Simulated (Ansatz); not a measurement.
**Ge: experiment and calculation**

**Measured values to compare with.**

“Properties of the exotic metastable ST12 germanium allotrope”, 2017, pmc:5216117 reports, for a bulk crystal of Ge: lattice constant a 5.93284 ± 0.00006 Å; lattice constant c 6.9797 ± 0.0001 Å; band gap 0.74 ± 0.02 eV (direct).

How close the calculation comes is told below.

The calculation used DFT r2SCAN, scalar-relativistic, plane waves, PAW (Ansatz).

Plane waves to 500 eV, a k mesh through Γ of 6×6×4 on the computed 12-atom cell and Gaussian smearing (0.02 eV); no spin polarisation.

Relaxed structure, symmetry kept:

```xyz
12
Lattice="5.9486 0.0000 0.0000 0.0000 5.9486 0.0000 0.0000 0.0000 7.0894" Properties=species:S:1:pos:R:3 pbc="T T T"
Ge    0.5025    0.5025    0.0000
Ge    2.4718    3.4768    5.3170
Ge    5.4461    5.4461    3.5447
Ge    3.4768    2.4718    1.7723
Ge    1.0065    2.2177    1.7318
Ge    0.7566    3.9808   -0.0405
Ge    4.9421    3.7309    5.2765
Ge    5.1920    1.9678    3.5042
Ge    3.9808    0.7566    0.0405
Ge    3.7309    4.9421    1.8129
Ge    1.9678    5.1920    3.5852
Ge    2.2177    1.0065    5.3575
```

```
Space group                                                                                                                                 : P4_32_12 (No. 96)
Volume per atom                                                                                                                             : 20.91 Å³
Formation energy from the elements' standard states (uncorrected)                                                                           : +0.176 eV/atom
Generalised Kohn–Sham band gap                                                                                                              : 0.71 eV, indirect from (0.331, 0.332, -0.056) to (0.348, 0.348, 0.000)
Löwdin character of the top 1 eV of the valence band                                                                                        : Ge 4p 95 %
Löwdin character of the lowest 1 eV of the conduction band                                                                                  : Ge 4p 60 %, Ge 4s 36 %, unprojected 5 %
Electron masses at the edge by Cartesian direction of the standard setting (m_e; degenerate bands sorted by energy; no spin-orbit coupling) : x: 0.093; y: 0.093; z: 0.13
Hole masses at the edge by Cartesian direction of the standard setting (m_e; degenerate bands sorted by energy; no spin-orbit coupling)     : x: 0.16; y: 0.16; z: 0.59
Bulk modulus                                                                                                                                : 61 GPa
Its pressure derivative                                                                                                                     : 4.4
```

Measured lattice constant a of Ge: 5.93284 Å (the paper above). This calculation gives 5.949 Å (+0.3 %). Measured lattice constant c of Ge: 6.9797 Å (the paper above). This calculation gives 7.089 Å (+1.6 %). The calculation is for 0 K without zero-point motion. Measured band gap of Ge: 0.74 eV (direct; powder; the paper above). This calculation gives 0.71 eV (-0.03 eV). Kohn–Sham gaps of semilocal functionals fall short of measured ones as a rule; spin-orbit coupling, left out here, would usually lower the calculated gap of a compound with heavy elements.

A gap measured on a powder or ceramic can differ from the single crystal's.